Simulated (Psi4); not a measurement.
Psi4 input (wB97X-D/6-311+G**):

```
memory 1500 MB

molecule {
-1 1
C    -0.01757571    0.09245593    1.57136089
C    -0.00253030    0.02041354    0.22468106
H    -0.01957867   -0.94890930    1.97860204
C     0.00393210    1.27502722   -0.63260020
H    -0.00533690    2.15164792    0.01652705
H     0.89047130    1.33342414   -1.28748007
H    -0.86819721    1.32921117   -1.30690294
C     0.00994611   -1.24288159   -0.63099270
H     0.00510366   -2.13392940    0.00074878
H    -0.86054684   -1.30287082   -1.30779127
H     0.89545144   -1.29866425   -1.28839789
symmetry c1
no_reorient
no_com
}

set {
  basis 6-311+G**
  reference rks
  scf_type df
  df_basis_scf def2-universal-jkfit
  dft_radial_points 99
  dft_spherical_points 590
  e_convergence 1e-8
  d_convergence 1e-7
  maxiter 150
}

e = energy('wb97x-d')
print_out(f'\nFINAL {e:.10f} DIPOLE {variable("CURRENT DIPOLE")[0]:.6f} {variable("CURRENT DIPOLE")[1]:.6f} {variable("CURRENT DIPOLE")[2]:.6f}\n')
```

From the last part of the output:

```
    One-Electron Energy =                -435.3855593921108493
    Two-Electron Energy =                 184.2593730821662064
    DFT Exchange-Correlation Energy =     -16.5472003415064073
    Empirical Dispersion Energy =          -0.0038155612914945
    VV10 Nonlocal Energy =                  0.0000000000000000
    Total Energy =                       -156.5475282922486144

Computation Completed

Properties will be evaluated at   0.000000,   0.000000,   0.000000 [a0]

Properties computed using the SCF density matrix

 Multipole Moments:

 ------------------------------------------------------------------------------------
     Multipole            Electronic (a.u.)      Nuclear  (a.u.)        Total (a.u.)
 ------------------------------------------------------------------------------------

 L = 1.  Multiply by 2.5417464519 to convert [e a0] to [Debye]
 Dipole X            :          0.0283671           -0.0000000            0.0283671
 Dipole Y            :         -0.7594934            0.0000001           -0.7594933
 Dipole Z            :         -2.4037934            0.0000000           -2.4037934
 Magnitude           :                                                    2.5210826

 ------------------------------------------------------------------------------------

FINAL -156.5475282922 DIPOLE 0.028367 -0.759493 -2.403793

*** Psi4 exiting successfully. Buy a developer a beer!
```

The dipole moment of an ion depends on the origin.
